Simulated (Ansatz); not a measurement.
I need a single point in a Gaussian basis of C3H2ClNS, SMILES Clc1cscn1. Use Ansatz 0.2.0, Python API. Level of theory: LC-wPBE, cc-pVDZ basis, multiplicity 1.

Contents of `c3h2clns.xyz`:
```text
8

Cl    2.42230   -0.90900   -0.63070
C     0.82050   -0.33120   -0.22220
C     0.58570    0.94410    0.27520
S    -1.06900    1.08780    0.53070
C    -1.41180   -0.46980    0.00020
N    -0.28330   -1.11080   -0.37360
H     1.33170    1.70450    0.46340
H    -2.39620   -0.91540   -0.04300
```

The script, `c3h2clns_energy.py`:
```python
from pathlib import Path

import ansatz as az
import numpy as np
import pandas as pd


def main() -> None:
    c3h2clns = az.Crystal.molecule_from_extxyz("c3h2clns.xyz")

    model = (
        c3h2clns.calculation()
        .basis(gaussian="cc-pVDZ")
        .functional("lc_wpbe")
        .forces()
        .orbitals()
    )
    result = model.run(runs_dir="out")
    data = result.report

    print("reference energy %16.6f eV" % data["reference_energy_ev"])
    print("total energy     %16.6f eV" % data["free_energy_ev"])
    print("occupied (up, down):", data["n_occupied"], " virtual:", data["n_virtual"], " frozen:", data["n_frozen"])

    field = data["mean_field"]
    print("<S^2> =", round(abs(field["state"]["spin_squared"]), 4), " relativity:", field["relativity"])
    print("passes:", field["passes"])
    if "symmetry" in field:
        print("occupied orbitals by irrep:", field["symmetry"]["occupied"])

    symbols = [site.symbol for site in c3h2clns.cartesian_sites]
    print("forces (eV/A)")
    for symbol, f in zip(symbols, data["forces_ev_ang"]):
        print(f"  {symbol:2s} {f[0]:9.4f} {f[1]:9.4f} {f[2]:9.4f}")

    charges = data["charge_distribution"]
    table = pd.DataFrame({"atom": symbols, "mulliken": charges["mulliken_charges_e"], "lowdin": charges["lowdin_charges_e"]})
    print(table.round(3).to_string())
    print("dipole (e A):", np.round(charges["dipole_moment_e_ang"], 4) + 0.0)

    lines = Path(data["orbitals_path"]).read_text().splitlines()
    field_of = lambda key: [line.split("=")[1].strip() for line in lines if line.startswith(key)]
    orbitals = [(27.211386 * float(e), s, float(n)) for e, s, n in zip(field_of("Ene="), field_of("Spin="), field_of("Occup="))]
    homo = max(e for e, _, n in orbitals if n > 0.5)
    lumo = min(e for e, _, n in orbitals if n < 0.5)
    print(f"HOMO {homo:.3f} eV, LUMO {lumo:.3f} eV, gap {lumo - homo:.3f} eV")


if __name__ == "__main__":
    main()
```

```console
$ python c3h2clns_energy.py
reference energy    -27981.158491 eV
total energy        -27981.158491 eV
occupied (up, down): [30, 30]  virtual: [72, 72]  frozen: 0
<S^2> = 0.0  relativity: none
passes: {'evaluations': 17, 'products': 15}
occupied orbitals by irrep: [{'A': 30}, {'A': 30}]
forces (eV/A)
  Cl   -0.9758    0.1755    0.1840
  C    -0.6642    0.6315    0.3127
  C     0.6011   -1.6524   -0.6802
  S    -1.0223    1.4138    0.6447
  C     3.6189   -1.0252   -0.8200
  N    -1.2430    0.2414    0.2413
  H    -0.0754    0.2700    0.1083
  H    -0.2394   -0.0546    0.0092
  atom  mulliken  lowdin
0   Cl    -0.045   0.258
1    C     0.024  -0.458
2    C    -0.115  -0.264
3    S     0.208   0.592
4    C    -0.033  -0.292
5    N    -0.172   0.142
6    H     0.059   0.019
7    H     0.073   0.004
dipole (e A): [-0.3225  0.4249  0.1957]
HOMO -9.785 eV, LUMO 1.077 eV, gap 10.862 eV
```

Total energies depend on the basis set; only differences at equal settings carry meaning. The geometry is a force-field or estimated start, not a minimum of this method, and the basis set is short of its limit. The Löwdin charges here are taken after orthogonalising the functions within each atom; they differ from plain Löwdin charges, and their signs can be unphysical. Levels such as HOMO and LUMO are orbital energies: with these approximate functionals they aren't the ionisation energy and electron affinity, and their gap isn't the fundamental gap. The whole script took 5.3 s on 1 thread of Arm Neoverse V2, on a shared host, peak memory 0.3 GiB.

(Lines on the test bed's own set-up are left out of the output.)
